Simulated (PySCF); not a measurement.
`C=CC(=O)C=C`. Theory: PBE0-D3(BJ)/def2-TZVP geometry optimisation, gas phase in PySCF 2.14.0.

```
atom  x, y, z in Å
C1    -2.3866    0.5206    0.1996
C2    -1.2460    0.1618    0.7768
C3     0.0158    0.0676   -0.0019
O4     0.0572    0.3102   -1.1898
C5     1.2229   -0.3422    0.7613
C6     2.4045   -0.4614    0.1677
H7    -3.3136    0.5938    0.7552
H8    -2.4032    0.7484   -0.8608
H9    -1.2038   -0.0727    1.8360
H10    1.1059   -0.5414    1.8220
H11    3.2924   -0.7597    0.7118
H12    2.4958   -0.2561   -0.8937
```

What is the longest distance between nuclei?

H7···H11, 6.74 Å; the next longest distance is 6.10 Å.

Work out the bond lengths C1–H7, C1–H8, C3=O4, C3–C5, C5=C6, C6–H12 in Å.

For C1–H7 the difference vector is (-0.9270, 0.0732, 0.5556) Å, of length 1.0832 Å. C1–H7 1.083; C1–H8 1.085; C3=O4 1.213; C3–C5 1.486; C5=C6 1.328; C6–H12 1.085 Å.

What are the angles C2–C1–H8, C3–C2–H9, C1–C2–C3, C2–C3–O4, O4–C3–C5, C3–C5–H10, C3–C5–C6, C5–C6–H11?

From the scalar product of the two bond vectors; for C2–C1–H8 it is -0.7127 Å² over 1.3277 × 1.0847 Å², cos θ = -0.4949. C2–C1–H8 119.7°; C3–C2–H9 117.7°; C1–C2–C3 121.3°; C2–C3–O4 122.0°; O4–C3–C5 122.0°; C3–C5–H10 117.7°; C3–C5–C6 121.2°; C5–C6–H11 122.0°.

Where is the centre of mass (commonest isotopes), and what is the radius of gyration?

Mass 82.042 u; centre at (0.012, 0.049, 0.088) Å; Rg = √(Σ m r²/M) = 1.808 Å. As Ia + Ib + Ic = 2 Σ m r², the three principal moments sum to 536.6 u·Å².

Give the dihedral angles H10–C5–C6–H12, H8–C1–C2–H9, H8–C1–C2–C3, H9–C2–C3–O4, O4–C3–C5–C6.

H10–C5–C6–H12 180° (antiperiplanar); H8–C1–C2–H9 180° (antiperiplanar); H8–C1–C2–C3 0° (synperiplanar); H9–C2–C3–O4 180° (antiperiplanar); O4–C3–C5–C6 0° (synperiplanar). Dihedral signs follow IUPAC: positive where, seen along the central bond, the front bond turns clockwise onto the rear one.

What is the repulsion energy of the bare nuclei, Σ ZA·ZB/RAB?

205.36 Eh over 66 pairs, with full nuclear charges and distances in bohr; the largest single term is 20.94 Eh (C3 with O4).

How far apart are these pairs, which share no bond: C3···C6, C5···H12, C6···H10, H8···H9?

C3···C6 2.452 Å (2 bonds apart); C5···H12 2.090 Å (2 bonds apart); C6···H10 2.105 Å (2 bonds apart); H8···H9 3.064 Å (3 bonds apart).

How far are the heavy atoms from their best plane (unweighted least squares)?

0.001 Å rms; none is more than 0.001 Å off.

Write the matrix of distances between heavy atoms (Å, lower triangle).

```
C1    0.000
C2    1.328  0.000
C3    2.453  1.486  0.000
O4    2.819  2.364  1.213  0.000
C5    3.753  2.520  1.486  2.365  0.000
C6    4.891  3.753  2.452  2.819  1.328  0.000
```

No frequency check. One conformer, not necessarily the lowest.

Time: 8.7 min wall, 13 min CPU; peak memory 1.1 GiB. Hardware: 2 threads, Intel Xeon at 2.50 GHz (x86_64), shared host. This is the geometry optimisation.
